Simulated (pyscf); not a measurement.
Four-centre exchange: H₃C–InH–CH₃ + hydrogen (H₂) → H₃C–InH–CH₃ + hydrogen (H₂)

Gas phase, singlet surface, charge 0. Bonds broken: C1–H11, H4–H12. Bonds formed: C1–H4, H11–H12. Single points on ωB97X-D3(BJ)/def2-SVP structures (PySCF, gas phase).

Transition state (Å):

```xyz
12

C     -1.3436     1.1303     1.0251
In     0.3608     0.2077     0.0627
C      0.0794    -1.5031    -1.2230
H     -2.4334     1.2849     2.2759
H     -2.3106     0.6946     0.8100
H     -1.1408     1.9746     1.6707
H      1.9444     0.8562     0.3525
H     -0.9807    -1.6536    -1.4756
H      0.6556    -1.3912    -2.1546
H      0.4453    -2.4109    -0.7158
H     -2.5934     2.2293     1.0902
H     -3.0398     2.0393     1.9780
```

One imaginary mode, 2224i cm⁻¹; descent along it reached the two sides named.

| bond | change | reactant side (Å) | saddle | product side |
|---|---|---|---|---|
| C1–H11 | breaks | 1.103 | 1.666 | 4.0 |
| H4–H12 | breaks | 0.761 | 1.013 | 2.7 |
| C1–H4 | forms | 3.9 | 1.666 | 1.098 |
| H11–H12 | forms | 2.7 | 1.012 | 0.762 |

Electronic energies relative to the separated reactants (eV):

```csv
level,barrier,reaction energy,reverse barrier
ωB97X-D3(BJ)/def2-TZVP,5.09,0.00,5.09
PBE/def2-TZVP,4.48,0.00,4.48
r²SCAN/def2-TZVP,4.75,0.00,4.75
B3LYP-D3(BJ)/def2-TZVP,4.84,0.00,4.84
PBE0-D3(BJ)/def2-TZVP,4.78,0.00,4.78
M06-2X/def2-TZVP,5.09,0.00,5.09
ωB97M-D3(BJ)/def2-TZVP,4.91,0.00,4.91
HF/def2-TZVP,6.13,0.00,6.13
```

With ωB97M-D3(BJ)/def2-TZVP energies and thermal terms (ideal gas, 1 atm, RRHO with modes under 100 cm⁻¹ raised to 100, one conformer, R ln 2 for chiral ones without a mode under 150 cm⁻¹), in eV:

```csv
T (K),ΔH‡,ΔG‡,ΔH,ΔG
298,4.84,5.20,0.00,0.00
600,4.81,5.58,0.00,0.00
900,4.82,5.96,0.00,0.00
1200,4.84,6.34,0.00,0.00
```

From the product side, CH₃• + [H₃C–InH]• + H₂ lies, by one bond made or cut, 2.02 eV under this saddle at ωB97M-D3(BJ)/def2-TZVP. The same reactants have a lower exit, to CH₃• + [H₃C–InH]• + H₂ (no saddle counted: cutting one bond costs +2.90 eV at ωB97M-D3(BJ)/def2-TZVP, against +4.91 eV here). Another saddle between the same species, by other bonds, lies lower (1.36 eV against 4.91 eV at ωB97M-D3(BJ)/def2-TZVP). Elements past Kr carry the def2 core potentials, without spin-orbit coupling.
